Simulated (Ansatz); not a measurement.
The first iterations of a band of FH3Si + H4Si (10 atoms, charge 0, multiplicity 1).

All numbers below come from Ansatz 0.2.0, RHF/def2-SVP.

```
movable images  : 5
climbing image  : yes
spring          : 5.0 eV/Å²
optimiser       : quadratic models (default)
start path      : through a guess of the saddle point
force threshold : 0.05 eV/Å
iteration limit : 60
end points      : relaxed
```

Image 0:

```xyz
10
Properties=species:S:1:pos:R:3
Si 0.902 0.202 -0.344
H 1.397 -0.223 0.977
H 1.712 -0.389 -1.422
H 0.882 1.672 -0.448
F -0.615 -0.330 -0.506
Si -3.242 -0.210 1.509
H -3.354 -1.442 0.699
H -4.387 -0.142 2.451
H -3.269 0.984 0.635
H -1.985 -0.229 2.292
```

Image 6:

```xyz
10
Properties=species:S:1:pos:R:3
Si -0.688 -0.067 -0.687
H 1.066 0.206 3.159
H 0.423 -0.739 0.019
H -0.297 1.325 -0.998
F -0.920 -0.840 -2.091
Si -2.701 -0.152 0.550
H -3.800 0.486 -0.216
H -3.062 -1.560 0.848
H -2.512 0.582 1.827
H 0.534 0.652 3.434
```

| iteration | highest image above the first end (eV) | largest band force component (eV/Å) |
| --- | --- | --- |
| 1 | 7.227 | 6.778 |
| 2 | 5.502 | 2.899 |
| 3 | 4.840 | 1.573 |
| 4 | 4.307 | 2.349 |
| 5 | 4.150 | 0.957 |
| 6 | 3.944 | 1.521 |
| 7 | 3.611 | 0.803 |
| 8 | 3.410 | 0.587 |
| 9 | 2.952 | 4.120 |
| 10 | 2.519 | 1.413 |
| 11 | 1.965 | 1.245 |
| 12 | 1.726 | 1.523 |
| 13 | 1.802 | 1.798 |
| 14 | 2.543 | 2.564 |
| 15 | 2.862 | 3.232 |

**Question.** Does the band converge within its limit, and where does its top end?

**Answer.** The run converged. It ended after 45 iterations with the highest image 3.801 eV above the first end. The profile has 2 maxima (images 2, 5) with wells between them (image 4): this band takes more than one step, which may be the mechanism or a detour left from its start path. Neighbouring images differ by up to 3.8 eV, so the band resolves the path poorly. A vibrational analysis at the climbing image gives one clearly imaginary mode, 1701i cm⁻¹: a first-order saddle point. The orbitals stay closed-shell, which can raise the energy where a bond breaks towards radicals; this wasn't checked here.

The run took 4.2 min on 1 thread of Arm Neoverse V1 (shared host), peak memory 0.15 GiB.
